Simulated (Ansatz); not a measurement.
**SiP₂ (singlet): from Hartree-Fock to the top rungs, cc-pVDZ**

The task here is to estimate one member of a computed series from the others.

Computed with Ansatz 0.2.0, Gaussian basis. Level: cc-pVDZ, core rule «outside noble gas», up to 15 orbitals frozen.

To be run: UHF; CCSD(T) on RHF; BCCD(T) on RHF; CISD; CCSDT(Q) on RHF; CASSCF and MRCISD+Q, 10 electrons in 10 orbitals; CASSCF and NEVPT2, 10 electrons in 10 orbitals.

15 further runs of the same task are left out: 4 that didn't finish, 11 set aside as unsound or not needed. Runs told in other sessions of the task aren't counted.

## The system

The geometry is a PBE0/def2-TZVP stationary point (not a proven minimum).

3 atoms, charge 0, spin multiplicity 1.

Atoms are counted from 1 here; the program's logs count them from 0.

Bond lengths: P1–P2 2.051 Å, P1–Si3 2.217 Å, P2–Si3 2.217 Å. Angles: P2–P1–Si3 62.5°, P1–P2–Si3 62.5°, P1–Si3–P2 55.1°.

The first run:

Input file in.yaml:

```yaml
crystal:
  periodic: [false, false, false]
  atoms:
    - {symbol: P, position_ang: [0.000000, -1.025294, 0.613145]}
    - {symbol: P, position_ang: [0.000000, 1.025294, 0.613145]}
    - {symbol: Si, position_ang: [0.000000, 0.000000, -1.352400]}
basis:
  gaussian: {orbitals: cc-pVDZ}
magnetization: {spin_polarized: true, initial_magnetization: 0}
hamiltonian: {xc: hf}
output: {orbitals: {seedname: orbitals}}
```

Started as:

```sh
ansatz run in.yaml --threads 1 --pin off --events-out ev --progress --plain --max-ram 2393MiB
```

Steps of the session up to this table: UHF; CCSD(T) on RHF; BCCD(T) on RHF; CISD; CCSDT(Q) on RHF; CASSCF and MRCISD+Q, 10 electrons in 10 orbitals; CASSCF and NEVPT2, 10 electrons in 10 orbitals.

One table of the session follows, with a row left open; its other results are not shown here.

| method | from RCCSDT(Q) (meV) |
| --- | --- |
| RHF | +9504.8 |
| RMP2 | ? |
| CISD | +1740.8 |
| RCCSD | +582.4 |
| RCCSD(T) | +73.4 |
| BCCD(T) | +69.4 |
| RCCSDT | +56.2 |
| RCCSDT(Q) | 0 |
| CASSCF valence | +6842.4 |
| NEVPT2 valence | +1282.0 |
| MRCISD valence | +854.4 |
| MRCISD+Q valence | +91.0 |

Q: Estimate the row for RMP2 from the others.

**Answer.** from RCCSDT(Q) (meV): +1323.1. In the column «from RCCSDT(Q) (meV)» it lies between NEVPT2 valence (+1282.0) and CISD (+1740.8).

With the free atoms at the same levels and basis (separate runs), the atomisation energy is 6.476 eV at RCCSDT(Q), 6.434 eV at RCCSD(T), 3.249 eV at RHF.
